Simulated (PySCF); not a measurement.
C4H3FO.
Geometry (PBE0-D3(BJ)/def2-SVP, Å), atoms numbered from 1 in this order:
```xyz
9
C4H3FO angstrom
O     -1.040    1.976   -0.166
C     -0.630    0.856   -0.118
C     -1.200   -0.506    0.077
C      0.030   -1.061    0.154
C      0.790    0.211   -0.145
F      1.661    0.640    0.808
H     -2.215   -0.908    0.122
H      0.377   -2.079    0.342
H      1.295    0.243   -1.126
```

Level of theory: MP2 and CCSD/aug-cc-pVDZ in PySCF, restricted Hartree–Fock reference, 6 core orbitals frozen, non-relativistic, gas phase, PBE0-D3(BJ)/def2-SVP geometry.

E(HF) = -327.49615 Eh.

(1) How large is the problem?

(2) What are the MP2 and CCSD correlation energies?

(3) What is the T1 diagnostic?

(4) How does correlation change the dipole moment?

## Answers

(1) 165 basis functions and 44 electrons; 6 orbitals frozen, which leaves o = 16 correlated occupied and v = 143 virtual orbitals. That is o·v = 2288 singles and o·v(o·v + 1)/2 = 2618616 distinct closed-shell doubles amplitudes before symmetry; the costliest CCSD step grows as o²v⁴ = 1.1 × 10^11.

(2) MP2 -0.9193 Eh and CCSD -0.9463 Eh, which gives totals of -328.41548 and -328.44247 Eh. That is 0.805 eV for each correlated electron at CCSD (2485 kJ/mol in all, 0.288 % of the total energy); MP2 gives 97.1 % of the CCSD value.

(3) 0.0154, below the customary warning level of 0.02. It is the norm of the spatial-orbital singles amplitudes over the root of the number of correlated electrons, so the norm is 0.087.

(4) HF gives 4.55 D and CCSD (unrelaxed density) 3.84 D, a change of -0.71 D.

Connected triples and the basis-set limit are missing.

The job also held the EOM ionisation roots. Time: 8.7 min; peak memory 3.0 GiB. Hardware: Arm Neoverse V2, one thread, no GPU, shared host.
